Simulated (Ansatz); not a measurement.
Zinc-blende CuI, relaxed in Ansatz (plane waves) with several semilocal functionals. Each gives its own volume and its own bulk modulus:

```json
[
 {"level": "LDA", "V0 (Å³/atom)": "25.177", "bulk modulus (GPa)": "56.77", "ln V0": "3.2259", "ln B0": "4.0390"},
 {"level": "PBEsol", "V0 (Å³/atom)": "26.189", "bulk modulus (GPa)": "49.39", "ln V0": "3.2653", "ln B0": "3.8997"},
 {"level": "PBE", "V0 (Å³/atom)": "28.078", "bulk modulus (GPa)": "39.00", "ln V0": "3.3350", "ln B0": "3.6636"}
]
```

### Question
Fit a straight line to ln B0 against ln V0. What does it predict for r²SCAN, whose volume is 27.310 Å³/atom?

### Answer
With x = ln V0 and y = ln B0: means 3.27540 and 3.86743; Σ(Δx Δy) = -0.02097, Σ(Δx²) = 0.006104, so the slope is -3.44. At x = 3.3073 the line gives y = 3.86743 + (-3.44) × (3.3073 − 3.27540) = 3.7577, or 42.85 GPa. The run with r²SCAN gives 43.77 GPa, +2.1 % from the line. The rows used scatter about it by up to 0.2 %, while the largest value lies 46 % above the smallest. For comparison, PBE's own equation of state has B′ = 5.3, the slope −d ln B/d ln V at a fixed functional; the two needn't agree, since functionals also differ at one volume.

Measured: 36.6 GPa (measured, temperature not stated, not corrected to a static lattice; as tabulated in Gopakumar et al. (2017), arXiv:1612.07068).

Ansatz's density-functional and Hartree–Fock values are scalar-relativistic unless marked +SOC, with PAW data made under PBE.

Ansatz is a quantum-chemistry and plane-wave program.
